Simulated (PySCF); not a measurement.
PH3.
InChI=1S/H3P/h1H3

Computed, not measured: B3LYP/def2-SVPD in PySCF (dipole) on a GFN2-xTB geometry, gas phase.

Masses are those of the commonest isotopes; rigid-rotor values at the optimised geometry. 

Question: Give the principal moments of inertia and the rotational constants in GHz.

Answer: Ia = 3.64, Ib = 3.64, Ic = 4.03 u·Å²; 505379 MHz·u·Å²/I gives 138825, 138807 and 125386 MHz, that is A = 138.82, B = 138.81, C = 125.39 GHz.

Question: What kind of rotor is it?

Answer: An oblate symmetric top, as the point group C3v requires two equal moments; the computed ones differ by 0.01 % because the geometry is symmetric only within the optimiser's tolerance: κ = (2 × 138807 − 138825 − 125386)/(138825 − 125386) = 1.00.

Question: Is it planar, by Δ = Ic − Ia − Ib?

Answer: Not planar: Δ = Ic − Ia − Ib = -3.25 u·Å². For a rigid frame Δ = −2 Σ m c², so Σ m c² = 1.63 u·Å² lies off the ab plane: 1.48 from hydrogen and 0.14 from heavier atoms. The atom farthest from that plane is 0.70 Å away.

Question: Where do the R-branch lines fall?

Answer: The dipole of 0.62 D lies along the symmetry axis, so ΔK = 0 and J+1 ← J falls at 2B(J+1) for every K: 277.63 GHz, 555.26 GHz, 832.89 GHz, 1110.53 GHz, 1388.16 GHz for J = 0 to 4.

GFN2-xTB frequencies: not computed here. Zero-point vibration and centrifugal distortion are left out.
